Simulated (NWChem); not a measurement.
**C3H8O (methoxyethane) at 5 levels**

We compute a comparison of 5 runs (HF/STO-3G, SVWN5/6-31G*, B3LYP/6-31G*, MP2/6-31G*, CCSD/6-31G*) of C3H8O (methoxyethane). 

The calculation is run with NWChem 7.3.0.

### Step 1. The molecule

C3H8O: 12 atoms, total charge 0, spin state singlet. As SMILES, `CCOC`. The coordinates come from a PBE0-D4/def2-TZVP relaxation. This is one conformer, not always the lowest.

Bond lengths: C1–C2 1.507 Å, C2–O3 1.405 Å, O3–C4 1.399 Å, C1–H5 1.092 Å, C1–H6 1.092 Å, C1–H7 1.092 Å, C2–H8 1.102 Å, C2–H9 1.102 Å, C4–H10 1.090 Å, C4–H11 1.100 Å, C4–H12 1.100 Å. Some angles: C1–C2–O3 108.9°, C2–O3–C4 112.4°, C1–C2–H8 110.6°, C1–C2–H9 110.6°, O3–C2–H8 109.9°, O3–C2–H9 109.9°, C2–C1–H5 110.6°, C2–C1–H6 110.6°, C2–C1–H7 110.4°, O3–C4–H10 107.7°.

### Step 2. Energy and forces at HF/STO-3G (run 1)

The input, c3h8o.nw:

```
start c3h8o
memory stack 880 mb heap 220 mb global 1100 mb

geometry units angstrom noautosym nocenter noautoz
C    -1.552400    0.504300    0.733800
C    -0.424200   -0.307900    0.152000
O     0.626400    0.556900   -0.197600
C     1.717300   -0.124000   -0.747300
H    -1.913800    1.234400    0.007100
H    -1.218500    1.042600    1.623000
H    -2.383900   -0.145800    1.014400
H    -0.764400   -0.862800   -0.737000
H    -0.068400   -1.054400    0.880100
H     2.482200    0.614500   -0.988900
H     2.138100   -0.852700   -0.039400
H     1.438600   -0.660100   -1.666100
end

basis spherical bse
* library STO-3G
end

scf
thresh 1e-08
maxiter 80
noprint "final vectors analysis"
end

task scf gradient
```

Command:

```bash
$ nwchem c3h8o.nw > c3h8o.out
```

The program printed:

```text
[...]
  functions       =    28
[...]
  wavefunction    = RHF
[...]
         Total SCF energy =   -190.714177235515
      One-electron energy =   -526.006824642451
      Two-electron energy =    201.072902695986
 Nuclear repulsion energy =    134.219744710949
        Time for solution =      2.4s
[...]
                         RHF ENERGY GRADIENTS
    atom               coordinates                        gradient
                 x          y          z           x          y          z
   1 C      -2.933611   0.952989   1.386681    0.024837  -0.016721  -0.012745
   2 C      -0.801622  -0.581847   0.287238   -0.008307   0.037899   0.008051
   3 O       1.183724   1.052388  -0.373410    0.002598  -0.043497  -0.006259
   4 C       3.245226  -0.234326  -1.412192   -0.014756   0.021743   0.008970
   5 H      -3.616558   2.332678   0.013417   -0.001774   0.003534  -0.003611
   6 H      -2.302631   1.970228   3.067025    0.001698   0.002617   0.004444
   7 H      -4.504918  -0.275522   1.916938   -0.004254  -0.003389   0.001426
   8 H      -1.444507  -1.630456  -1.392728    0.002143   0.000049  -0.003885
   9 H      -0.129257  -1.992527   1.663148    0.004294  -0.000535   0.001067
  10 H       4.690678   1.161237  -1.868750   -0.001534  -0.000111   0.000631
  11 H       4.040423  -1.611369  -0.074455   -0.001291  -0.001120   0.003718
[...]
```

It took 3.6 s on 1 thread of Intel Xeon Platinum 8259CL at 2.50GHz (Skylake/Cascade Lake), shared host; peak memory 0.1 GiB.

### Step 3. Energy and gradient at SVWN5/6-31G(d) (spherical functions) (run 2)

The input, c3h8o.xyz:

```xyz
12

C     -1.552400     0.504300     0.733800
C     -0.424200    -0.307900     0.152000
O      0.626400     0.556900    -0.197600
C      1.717300    -0.124000    -0.747300
H     -1.913800     1.234400     0.007100
H     -1.218500     1.042600     1.623000
H     -2.383900    -0.145800     1.014400
H     -0.764400    -0.862800    -0.737000
H     -0.068400    -1.054400     0.880100
H      2.482200     0.614500    -0.988900
H      2.138100    -0.852700    -0.039400
H      1.438600    -0.660100    -1.666100
```

The input, c3h8o.nw:

```
echo
start c3h8o
memory 2200 mb
charge 0
geometry units angstrom noautosym nocenter noautoz
  load c3h8o.xyz
end
basis spherical bse
  * library 6-31G*
end
dft
  xc slater vwn_5
  grid xfine
  convergence energy 1e-08
  maxiter 100
  mulliken
end
task dft gradient
```

Command:

```bash
$ nwchem c3h8o.nw > c3h8o.out
```

The program printed:

```text
[...]
          Wavefunction type:  closed shell.
          No. of atoms     :    12
          No. of electrons :    34
[...]
          Charge           :     0
          Spin multiplicity:     1
[...]
          AO basis - number of functions:    72
[...]
              XC Information
              --------------
                        Slater Exchange Functional  1.000 local
                      VWN V Correlation Functional  1.000 local
[...]
 d= 0,ls=0.0,diis     1   -192.5888330262 -3.27D+02  1.66D-02  7.19D-01     4.0
[...]
 d= 0,ls=0.0,diis    10   -192.6473238200 -8.03D-10  4.19D-07  2.39D-09    25.0
         Total DFT energy =     -192.647323820023
      One electron energy =     -528.256867202915
           Coulomb energy =      227.540981293368
    Exchange-Corr. energy =      -26.151182621426
 Nuclear repulsion energy =      134.219744710949
[...]
      Total Density - Mulliken Population Analysis
     ---------------------------------------------
    Atom       Charge   Shell Charges
 -----------   ------   -------------------------------------------------------
    1 C    6     6.55   2.00  0.66  2.17  0.64  1.06  0.03
    2 C    6     6.09   2.00  0.67  2.08  0.51  0.77  0.06
    3 O    8     8.38   2.00  0.89  2.91  0.95  1.60  0.03
    4 C    6     6.30   2.00  0.67  2.11  0.58  0.89  0.06
    5 H    1     0.81   0.50  0.31
    6 H    1     0.81   0.50  0.31
    7 H    1     0.83   0.50  0.33
    8 H    1     0.86   0.51  0.35
    9 H    1     0.86   0.51  0.35
   10 H    1     0.81   0.51  0.31
[...]
  wavefunction    = closed shell
                         DFT ENERGY GRADIENTS
    atom               coordinates                        gradient
                 x          y          z           x          y          z
   1 C      -2.933611   0.952989   1.386681   -0.007614   0.005607   0.003886
   2 C      -0.801622  -0.581847   0.287238   -0.003619  -0.013160  -0.000011
   3 O       1.183724   1.052388  -0.373410    0.000689  -0.000371  -0.000341
   4 C       3.245226  -0.234326  -1.412192    0.012615  -0.005760  -0.006071
   5 H      -3.616558   2.332678   0.013417    0.002372  -0.005564   0.005627
   6 H      -2.302631   1.970228   3.067025   -0.002849  -0.004093  -0.006515
   7 H      -4.504918  -0.275522   1.916938    0.006166   0.004717  -0.002095
   8 H      -1.444507  -1.630456  -1.392728    0.003046   0.005445   0.007429
   9 H      -0.129257  -1.992527   1.663148   -0.002750   0.007046  -0.006069
  10 H       4.690678   1.161237  -1.868750   -0.006044  -0.006106   0.001867
  11 H       4.040423  -1.611369  -0.074455   -0.003930   0.006925  -0.005647
[...]
```

Run time: 32 s. Hardware: 1 thread of Intel Xeon Platinum 8259CL at 2.50GHz (Skylake/Cascade Lake), shared host; peak memory 0.15 GiB.

Run 3 isn't shown in full; the table further down has it.

### Step 4. Energy and forces at MP2/6-31G(d) (spherical functions) (run 4)

The input, run.py:

```python
from ase import Atoms
from ase.calculators.nwchem import NWChem

system = Atoms(['C', 'C', 'O', 'C', 'H', 'H', 'H', 'H', 'H', 'H', 'H', 'H'], positions=[
    [-1.552400, 0.504300, 0.733800],
    [-0.424200, -0.307900, 0.152000],
    [0.626400, 0.556900, -0.197600],
    [1.717300, -0.124000, -0.747300],
    [-1.913800, 1.234400, 0.007100],
    [-1.218500, 1.042600, 1.623000],
    [-2.383900, -0.145800, 1.014400],
    [-0.764400, -0.862800, -0.737000],
    [-0.068400, -1.054400, 0.880100],
    [2.482200, 0.614500, -0.988900],
    [2.138100, -0.852700, -0.039400],
    [1.438600, -0.660100, -1.666100],
])

calc = NWChem(
    label='run',
    theory='mp2',
    memory='2200 mb',
    basis='6-31G*',
    basispar='spherical bse',
    scf={'nopen': '0', 'rhf': None, 'thresh': '1e-08', 'maxiter': '80'},
    mp2={'freeze': 'core 4', 'tight': None},
)
system.calc = calc

forces = system.get_forces()
print(f"energy = {system.get_potential_energy():.6f} eV")
print("forces (eV/A):")
for s, f in zip(system.symbols, forces):
    print(f"{s:2s} {f[0]:10.5f} {f[1]:10.5f} {f[2]:10.5f}")
```

Command:

```bash
$ export ASE_NWCHEM_COMMAND="nwchem PREFIX.nwi > PREFIX.nwo"
$ python run.py
```

The program printed:

```text
energy = -5269.955090 eV
forces (eV/A):
C    -0.13442    0.18353    0.08248
C    -0.13483   -0.49535   -0.00015
O    -0.09287    0.76084    0.12994
C     0.40233   -0.36309   -0.21798
H     0.01394    0.01327   -0.03672
H     0.03589    0.00566    0.01476
H    -0.04325   -0.04690    0.01311
H    -0.03070   -0.03399   -0.01687
H    -0.01280   -0.03929    0.02653
H    -0.01378    0.06135    0.01378
H     0.01291   -0.02504    0.01275
H    -0.00231   -0.02093   -0.02170
```

The calculator wrote run.nwi:

```
title "run"

permanent_dir run

scratch_dir run

start run

geometry units angstrom nocenter noautosym noautoz
  C  -1.5524000000000000e+00 5.0429999999999997e-01 7.3380000000000001e-01
  C  -4.2420000000000002e-01 -3.0790000000000001e-01 1.5200000000000000e-01
  O  6.2639999999999996e-01 5.5689999999999995e-01 -1.9760000000000000e-01
  C  1.7173000000000000e+00 -1.2400000000000000e-01 -7.4729999999999996e-01
  H  -1.9137999999999999e+00 1.2343999999999999e+00 7.1000000000000004e-03
  H  -1.2184999999999999e+00 1.0426000000000000e+00 1.6230000000000000e+00
  H  -2.3839000000000001e+00 -1.4580000000000001e-01 1.0144000000000000e+00
  H  -7.6439999999999997e-01 -8.6280000000000001e-01 -7.3699999999999999e-01
  H  -6.8400000000000002e-02 -1.0544000000000000e+00 8.8009999999999999e-01
  H  2.4822000000000002e+00 6.1450000000000005e-01 -9.8890000000000000e-01
  H  2.1381000000000001e+00 -8.5270000000000001e-01 -3.9399999999999998e-02
  H  1.4386000000000001e+00 -6.6010000000000002e-01 -1.6660999999999999e+00
end

memory 2200 mb

basis spherical bse noprint
   * library 6-31G*
end

scf
  nopen 0
  rhf
  thresh 1e-08
  maxiter 80
end
mp2
  freeze core 4
  tight
end

task mp2 gradient
```

run.nwo:

```text
Northwest Computational Chemistry Package (NWChem) 7.3.0
             --------------------------------------------------------

           Job information
           ---------------

    nwchem branch   = 7.3.0
    use scalapack   = T
    input           = run.nwi
    prefix          = run.
    data base       = run/run.db
    status          = startup
    nproc           =        1

           Memory information
           ------------------

    heap     =     72089600 doubles =      550.0 Mbytes
    stack    =     72089597 doubles =      550.0 Mbytes
    global   =    144179200 doubles =     1100.0 Mbytes (distinct from heap & stack)
    total    =    288358397 doubles =     2200.0 Mbytes
    verify   = yes
    hardfail = no

[... 131 lines left out ...]
 1-e energy   =    -524.427435
[... 9 lines left out ...]
 Convergence threshold     :          1.000E-08
[... 15 lines left out ...]
         Total SCF energy =   -193.102872723410
[... 2 lines left out ...]
 Nuclear repulsion energy =    134.219744710949
[... 341 lines left out ...]
 CPHF converged to   3.5D-07 in   10 iters
[... 87 lines left out ...]
  MP2 natural orbitals output to run/run.mp2nos
[... 1 line left out ...]
                         mp2 ENERGY GRADIENTS

    atom               coordinates                        gradient
                 x          y          z           x          y          z
   1 C      -2.933611   0.952989   1.386681    0.002614  -0.003569  -0.001604
   2 C      -0.801622  -0.581847   0.287238    0.002622   0.009633   0.000003
   3 O       1.183724   1.052388  -0.373410    0.001806  -0.014796  -0.002527
[... 8 lines of this table left out ...]
  12 H       2.718560  -1.247408  -3.148472    0.000045   0.000407   0.000422

                 ----------------------------------------
                 |  Time  |  1-e(secs)   |  2-e(secs)   |
                 ----------------------------------------
                 |  CPU   |       0.02   |       2.26   |
                 ----------------------------------------
                 |  WALL  |       0.02   |       2.26   |
                 ----------------------------------------
 -----------------------
 Task  times  cpu:       40.0s     wall:       40.0s
 Total times  cpu:       40.0s     wall:       40.0s
```

Wall time 42 s (1 thread of Intel Xeon Platinum 8259CL at 2.50GHz (Skylake/Cascade Lake), shared host); peak memory 0.2 GiB.

### Step 5. A single-point energy at CCSD/6-31G(d) (spherical functions) (run 5)

run.py: that of step 4 with these lines changed.

```diff
@@ -19,4 +19,4 @@
 calc = NWChem(
-    label='run',
-    theory='mp2',
+    label='geom',
+    theory='ccsd',
     memory='2200 mb',
@@ -25,3 +25,4 @@
     scf={'nopen': '0', 'rhf': None, 'thresh': '1e-08', 'maxiter': '80'},
-    mp2={'freeze': 'core 4', 'tight': None},
+    ccsd={'freeze': 'core 4', 'maxiter': '60'},
+    task='energy',
 )
@@ -29,6 +30,2 @@
 
-forces = system.get_forces()
 print(f"energy = {system.get_potential_energy():.6f} eV")
-print("forces (eV/A):")
-for s, f in zip(system.symbols, forces):
-    print(f"{s:2s} {f[0]:10.5f} {f[1]:10.5f} {f[2]:10.5f}")
```

Command:

```bash
$ export ASE_NWCHEM_COMMAND="nwchem PREFIX.nwi > PREFIX.nwo"
$ python run.py
```

The program printed:

```text
energy = -5271.219956 eV
```

The calculator wrote geom.nwi:

```
title "geom"

permanent_dir geom

scratch_dir geom

start geom

geometry units angstrom nocenter noautosym noautoz
  C  -1.5524000000000000e+00 5.0429999999999997e-01 7.3380000000000001e-01
  C  -4.2420000000000002e-01 -3.0790000000000001e-01 1.5200000000000000e-01
  O  6.2639999999999996e-01 5.5689999999999995e-01 -1.9760000000000000e-01
  C  1.7173000000000000e+00 -1.2400000000000000e-01 -7.4729999999999996e-01
  H  -1.9137999999999999e+00 1.2343999999999999e+00 7.1000000000000004e-03
  H  -1.2184999999999999e+00 1.0426000000000000e+00 1.6230000000000000e+00
  H  -2.3839000000000001e+00 -1.4580000000000001e-01 1.0144000000000000e+00
  H  -7.6439999999999997e-01 -8.6280000000000001e-01 -7.3699999999999999e-01
  H  -6.8400000000000002e-02 -1.0544000000000000e+00 8.8009999999999999e-01
  H  2.4822000000000002e+00 6.1450000000000005e-01 -9.8890000000000000e-01
  H  2.1381000000000001e+00 -8.5270000000000001e-01 -3.9399999999999998e-02
  H  1.4386000000000001e+00 -6.6010000000000002e-01 -1.6660999999999999e+00
end

memory 2200 mb

basis spherical bse noprint
   * library 6-31G*
end

scf
  nopen 0
  rhf
  thresh 1e-08
  maxiter 80
end
ccsd
  freeze core 4
  maxiter 60
end

task ccsd energy
```

geom.nwo:

```text
Northwest Computational Chemistry Package (NWChem) 7.3.0
             --------------------------------------------------------

           Job information
           ---------------

    nwchem branch   = 7.3.0
    use scalapack   = T
    input           = geom.nwi
    prefix          = geom.
    data base       = geom/geom.db
    status          = startup
    nproc           =        1

           Memory information
           ------------------

    heap     =     72089600 doubles =      550.0 Mbytes
    stack    =     72089597 doubles =      550.0 Mbytes
    global   =    144179200 doubles =     1100.0 Mbytes (distinct from heap & stack)
    total    =    288358397 doubles =     2200.0 Mbytes
    verify   = yes
    hardfail = no

[... 139 lines left out ...]
         Quadratically convergent ROHF
[... 14 lines left out ...]
       Final RHF  results
[... 4 lines left out ...]
      Two-electron energy =    200.526643611727
[... 36 lines left out ...]
                       ROHF Final Molecular Orbital Analysis
[... 246 lines left out ...]
 Total MP2 energy:           -193.667279046717482
[... 21 lines left out ...]
  Failed reading restart vector from geom/geom.t2
[... 3 lines left out ...]
             energy      energy      error      ampl     ampl      Block
[... 6 lines left out ...]
                  *************converged*************
[... 6 lines left out ...]
 Total CCSD energy:           -193.713762016259352
[... 1 line left out ...]
 --------------------------------
 Spin Component Scaled (SCS) CCSD
 --------------------------------
 Same spin contribution:                 -0.124954398328669
 Same spin scaling factor:                1.130000000000000
 Opposite spin contribution:             -0.485934894520307
 Opposite spin scaling fact.:             1.270000000000000
 SCS-CCSD correlation energy:            -0.758335786152186
 Total SCS-CCSD energy:                -193.861208509562545

 routine      calls  cpu(0)   cpu-min  cpu-ave  cpu-max   i/o
 aoccsd          1     0.03     0.03     0.03     0.03    0.00
 iterdrv         1     0.03     0.03     0.03     0.03    0.00
 pampt          10     0.18     0.18     0.18     0.18    0.00
[... 9 lines of this table left out ...]
 Total                75.07    75.07    75.07    75.07    0.00

 Task  times  cpu:       94.5s     wall:       94.5s
 Total times  cpu:       94.5s     wall:       94.5s
```

Run time: 96 s. Hardware: 1 thread of Intel Xeon Platinum 8259CL at 2.50GHz (Skylake/Cascade Lake), shared host; peak memory 0.19 GiB.

### Step 6. All runs side by side

```
run                               level  iteration cap  module  energy (Eh)  dipole moment (D)  largest force (eV/Å)  wall time
  1                           HF/STO-3G             80     scf  -190.714177               1.18                 2.264      3.6 s
  2  SVWN5/6-31G* (spherical functions)            100     dft  -192.647324               1.04                 0.778       32 s
  3  B3LYP/6-31G* (Cartesian functions)            100     dft  -194.343949               1.12                 0.430       62 s
  4    MP2/6-31G* (spherical functions)             80     mp2  -193.667279               1.23                 0.777       42 s
  5   CCSD/6-31G* (spherical functions)             80    ccsd  -193.713762                  –                     –       96 s
```

### Step 7. Outcome

```
                                          quantity          value
                               run 5: total energy  -193.71376 Eh
        run 5: HOMO energy (Hartree–Fock orbitals)      -11.29 eV
        run 5: LUMO energy (Hartree–Fock orbitals)        6.41 eV
      run 5: HOMO–LUMO gap (Hartree–Fock orbitals)       17.70 eV
run 5: correlation energy (4 core orbitals frozen)     -610.9 mEh
```

Over runs 1, 2, 3, 4 the dipole moment (its size) runs from 1.04 D (SVWN5/6-31G*) to 1.23 D (MP2/6-31G*). Totals of different functionals can't be ranked against each other. In run 1 the basis is minimal, so the values are rough. All runs together took 3.9 min, the longest 96 s.
